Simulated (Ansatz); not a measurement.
**Reading a saddle point**

A first-order saddle point of SiH6SO, closed shell, PBE0-D4/def2-TZVP, with one imaginary mode of 262i cm⁻¹:

```xyz
9
angstrom
Si -0.8269 -0.1483 0.2306
O 0.8899 0.1946 0.8234
H -1.1264 -1.5017 -0.2851
H -1.6618 0.9951 -0.2069
H -1.2238 -0.2671 1.6847
H 1.2676 0.5358 -0.0989
S 0.5423 0.3369 -1.8216
H 1.0194 0.7239 1.6221
H 1.1195 -0.8693 -1.9482
```

Program: Ansatz 0.2.0. Basis: def2-TZVPP and def2-QZVPP. Cores are frozen in the correlated methods. Extrapolation: Hartree–Fock as exp(−7.88 √X), correlation as X^−2.97.

(1) Which contacts change along the imaginary mode, and what lies on either side? (Judge from chemistry; the calculation decides.)

(2) Which side is lower, and how far does the saddle lie above each? (To be estimated.)

T1 diagnostic: at most 0.012.

## Answers

(1) The calculation gives: The step is SiH₄O ([OH][SiH3]) + H₂S → SiH₄S ([SiH3][SH]) + H₂O, with the molecules in contact on both sides. Shortening one way: Si1–S7, O2–H6; lengthening the same way: Si1–O2, H6–S7.
```csv
pair,one side (Å),saddle (Å),other side (Å)
Si1–S7,4.50,2.51,2.15
O2–H6,2.17,1.05,0.97
Si1–O2,1.65,1.85,3.48
H6–S7,1.35,1.88,2.50
```

(2) By the calculation: The side with Si1–O2, H6–S7 short is lower by 5.89 kcal/mol; the saddle lies 33.54 kcal/mol above it and 27.65 kcal/mol above the other (CCSD(T) at an estimated basis limit (MP2 extrapolated from triple and quadruple zeta, plus CCSD(T) − MP2 in triple zeta); electronic energies).

Labels in which every atom is bracketed show which atoms are joined, not bond orders.

For scale, one of the runs: CCSD(T)/def2-TZVPP, 199 basis functions, launched by `ansatz run in.yaml --threads 2 --pin off --events-out ev --progress --plain --max-ram 4352MiB`. Hardware: 2 CPU threads of an Arm Neoverse V2, shared host. Wall time 54 s; peak host memory 2.3 GiB.
